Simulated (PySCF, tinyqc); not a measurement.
A ladder of methods, and size consistency: correlation methods against full CI in the sto-3g basis, for HF, spin multiplicity 1. Computed by the program tinyqc with PySCF. All electrons correlated; +Q is the Davidson correction (1 - c0^2) E_corr. The last columns treat two copies 100 angstrom apart as one system. FCI is the lowest singlet.

Geometry (angstrom):
```
atom       x       y       z
F     0.0000  0.0000  0.0000
H     0.0000  0.0000  1.2650
```

RHF energy of one = -98.501063 hartree

Correlation energies (hartree):
```
method   E_corr of one  share of FCI (%)  E_corr of two at 100 angstrom  two minus twice one (mhartree)
MP2          -0.037759           58.7536                      -0.075518                          0.0000
CISD         -0.064267          100.0000                      -0.121261                          7.2730
CISD+Q       -0.068351          106.3546                      -0.134253                          2.4479
CCSD         -0.064267          100.0000                      -0.128534                          0.0000
CCSD(T)      -0.064267          100.0000                      -0.128534                          0.0000
FCI          -0.064267          100.0000                              -                               -
```

What does the comparison show, and why?

MP2 recovers 59 %, CISD 100.0 % and CCSD 100.0 % of the FCI value (c0^2 = 0.936 in CISD). MP2 and coupled cluster are size consistent, so their last column vanishes; CISD loses 7.27 mhartree, since a double excitation on each copy is a quadruple of the pair, and the Davidson correction leaves +2.45. With two electrons, or one virtual orbital, CISD and CCSD are exact for one copy, so +Q overshoots there. The restricted reference is unstable here: a spin-polarised solution lies 0.0040 hartree lower (PySCF), so results built on it describe a poor reference.
